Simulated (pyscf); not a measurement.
Single points on ωB97X-D3(BJ)/def2-SVP structures (PySCF, gas phase).

**Question.** PBE/def2-TZVP puts the barrier of `[O]=[Pb][OH]` [doublet] + `[H][H]` -> `[OH][Pb][OH]` [singlet] + `[H]` [doublet] (hydrogen abstraction; doublet surface; H–H broken, H–O formed) at -0.08 eV and the reaction energy at -0.51 eV, from the separated reactants. What do B3LYP-D3(BJ)/def2-TZVP, PBE0-D3(BJ)/def2-TZVP, ωB97M-D3(BJ)/def2-TZVP give on the same structures?

**Answer.** B3LYP-D3(BJ): ΔE‡ = 0.09 eV, ΔE = -0.30 eV; PBE0-D3(BJ): ΔE‡ = 0.08 eV, ΔE = -0.51 eV; ωB97M-D3(BJ): ΔE‡ = 0.20 eV, ΔE = -0.47 eV. PBE's barrier lies under all of them, by 0.15 to 0.27 eV. Its reaction energy matches one of them and lies within 0.21 eV of the others. At PBE this geometry lies under the reactants; that is no barrier but a single point on another level's saddle; such a level's own saddle, if it has one, lies nearer that side and is low. One saddle was located; it need not be the lowest between these sides. The angle at the transferred H is 162°. Elements past Kr carry the def2 core potentials, without spin-orbit coupling.
